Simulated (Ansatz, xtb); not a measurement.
Ligand exchange: SiH2Cl2 + BH(CH3)(SiH3) → SiH2(SiH3)Cl + BH(CH3)Cl

Species: SiH2Cl2 (dichlorosilane (DCS)) `Cl[SiH2]Cl`, singlet; BH(CH3)(SiH3), singlet; SiH2(SiH3)Cl, singlet; BH(CH3)Cl, singlet. The partners trade Cl for SiH3: Si–Cl and B–SiH3 bonds give way to Si–SiH3 and B–Cl.

Shapes, held fixed at every level: PBE0-D4/def2-TZVP. Programs: Ansatz 0.2.0, xtb 6.7.1. The zero-point and thermal change to 298 K, harmonic and unscaled (PBE0-D4/def2-TZVP), is +1.1 kJ/mol.

```
                level                    kind  ΔH(298 K) (kJ/mol)  less CCSD(T)/CBS estimate  CPU time (sum over the molecules)
             GFN1-xTB          semi-empirical              +103.9                     +128.2                             0.12 s
     SPW92/def2-TZVPP                     LDA               -34.7                      -10.4                              9.4 s
r2SCAN0-D4/def2-TZVPP           global hybrid               -26.6                       -2.3                               31 s
   wB97X-V/def2-TZVPP  range-separated hybrid               -25.2                       -0.9                               54 s
    B2PLYP/def2-TZVPP           double hybrid               -25.9                       -1.6                               30 s
     CCSD(T)/def2-SVP   coupled cluster or CI               -40.3                      -16.0                               10 s
        CCSD/def2-SVP   coupled cluster or CI               -38.2                      -13.9                                  –
 CCSD(T)/CBS estimate   coupled cluster or CI               -24.3                        0.0                            4.8 min
```

The highest level, CCSD(T)/CBS estimate, gives ΔH(298 K) = -24.3 kJ/mol; the levels span -40.3 to +103.9. They disagree on the sign: 1 of 8 are positive. GFN1-xTB strays far from the other rows. The column of differences is taken from that level and isn't an error. No measured value is set beside it here. The CBS estimate extrapolates MP2 from def2-TZVPP and def2-QZVPP and adds CCSD(T) − MP2 in the triple-zeta set, cores frozen. Times are processor times on shared x86 and Arm servers, and rough.
